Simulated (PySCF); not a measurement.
## Which determinant of MgCl lies lowest?

Unrestricted PBE0; basis Mg def2-TZVP, Cl def2-TZVP; no relativity; PySCF 2.14. Outer shells of the fragments: Mg 3s2; Cl 3s2 3p5.

Followed along the bond (rough minima from three points):

```
2Ms+1   unpaired  ⟨S²⟩ at the start  R at minimum (Å)  Te (eV)
    2        σ ↑               0.75              2.21     0.00
    4  σ ↑, π ↑↑               3.75  none in the scan   ≤ 5.86
```

Solutions found at the starting distance of 2.325 Å, counted from the lowest of them; the search is not exhaustive and high or unbound solutions are not listed, so other states can lie among these:

| 2Ms+1 | unpaired | term | E (eV) | ⟨S²⟩ | ⟨Lz²⟩ | μ (D) |
| --- | --- | --- | --- | --- | --- | --- |
| 2 | σ ↑ | ²Σ⁺ | 0.00 | 0.75 | 0.00 | -3.95 |
| 2 | π ↑ | ²Π | 3.12 | 0.76 | 1.00 | -4.32 |
| 2 | π ↑ | ²Π | 4.33 | 0.75 | 1.01 | 3.77 |
| 4 | σ ↑, π ↑↑ | mixed | 6.02 | 3.75 | 2.02 | 2.79 |
| 4 | σ ↑, π ↑↑ | mixed | 6.16 | 3.75 | 2.01 | 3.02 |
| 4 | σ ↑↑, π ↑ | ⁴Π | 6.94 | 3.75 | 1.00 | 2.66 |
| 4 | σ ↑↑, π ↑ | ⁴Π | 7.39 | 3.75 | 1.01 | 2.44 |
| 4 | σ ↑↑↑ | ⁴Σ⁺ | 8.32 | 3.75 | 0.00 | 3.08 |

A term symbol is given only where ⟨S²⟩ and ⟨Lz²⟩ are close to those of a pure state; real π, δ and φ orbitals otherwise mix terms. A positive dipole means Mg(−)Cl(+).

Counting both spins, an empty level lies below a filled one in some of these solutions, because spin and occupation are held.
